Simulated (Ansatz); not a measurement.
Compare A (`CS/C=C(/N)O`) with its isomer B (`CO/C(S)=C/N`).

Isolated molecules relaxed with PBE0-D4/def2-TZVP in Ansatz; ΔE leaves out vibrations. CCSD(T)/CBS adds triple-zeta CCSD(T) − MP2 to the extrapolated MP2 energy (def2 sets, frozen cores). Double bonds are as drawn, so ΔE can hold a change between cis and trans. Functionals use def2-TZVPP. B3LYP here is the variant with VWN-RPA as its local correlation; programs differ in this. Each species was taken in one conformer, which may not be the lowest.

A:

```xyz
13

C    -1.019    0.915   -1.940
S     0.038    1.570   -0.623
C    -0.230    0.472    0.695
C     0.650   -0.539    0.899
N     0.551   -1.489    1.874
O     1.715   -0.739    0.118
H    -2.068    0.972   -1.647
H    -0.757   -0.117   -2.173
H    -0.860    1.539   -2.821
H    -1.064    0.619    1.369
H     1.420   -1.920    2.142
H    -0.071   -1.277    2.635
H     1.694   -0.005   -0.530
```

B:

```xyz
13

C    -1.257    1.406    1.135
O    -0.994    0.032    0.936
C    -0.159   -0.244   -0.110
S    -0.682    0.147   -1.750
C     1.013   -0.848    0.123
N     1.852   -1.400   -0.815
H    -1.957    1.476    1.967
H    -0.337    1.947    1.382
H    -1.707    1.854    0.243
H    -1.558   -0.864   -1.918
H     1.301   -0.998    1.160
H     1.653   -1.124   -1.766
H     2.831   -1.386   -0.586
```

Question: Which isomer does CCSD(T)/CBS put lower? Give the gap. (An estimate is asked.)

Answer: Computed: A, by 85.4 kJ/mol.

Question: Give E(B) − E(A) in kJ/mol with PBE-D4, ωB97M-V, MP2/def2-TZVPP, CCSD/def2-TZVPP, r2SCAN-D4, B3LYP-D4, HF/def2-TZVPP. (An estimate is asked.)

Answer: The calculation gave: PBE-D4 87.3, ωB97M-V 88.4, MP2/def2-TZVPP 91.0, CCSD/def2-TZVPP 82.2, r2SCAN-D4 92.0, B3LYP-D4 81.4, HF/def2-TZVPP 85.7. None reverses the order clearly.

Largest T1 diagnostic: 0.012.

From PBE to PBE0 (25 % exact exchange), in def2-TZVPP and without D4, E(B) − E(A) moves by +4.7 kJ/mol.
